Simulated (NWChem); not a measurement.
Correlation energy of Li2

```xyz
2

Li     0.0000     0.0000     1.3936
Li     0.0000     0.0000    -1.3936
```
Charge 0, spin multiplicity 1.

All runs are NWChem calculations. Structure: optimised with PBE0/def2-SVP, a minimum by its harmonic frequencies.

Basis set: cc-pVTZ. Each correlation energy counts from its own Hartree-Fock reference.

The correlated methods freeze no orbitals. The structure started from a generated list of species. Coupled-cluster values serve here as a point of comparison, not as the truth.

```json
[
 {"method": "CR-CCSD[T]", "correlation energy (mHa)": "-58.9"},
 {"method": "CCSD(T)", "correlation energy (mHa)": "-59.0"},
 {"method": "CCSD", "correlation energy (mHa)": "?"},
 {"method": "MP2", "correlation energy (mHa)": "?"},
 {"method": "SCS-MP2", "correlation energy (mHa)": "?"},
 {"method": "CCSD+T(CCSD)", "correlation energy (mHa)": "-59.0"},
 {"method": "CR-CCSD(T)", "correlation energy (mHa)": "-58.9"}
]
```

Task: What belongs in the gaps?

Result: 
- CCSD, correlation energy (mHa): -58.7
- MP2, correlation energy (mHa): -44.3
- SCS-MP2, correlation energy (mHa): -52.9
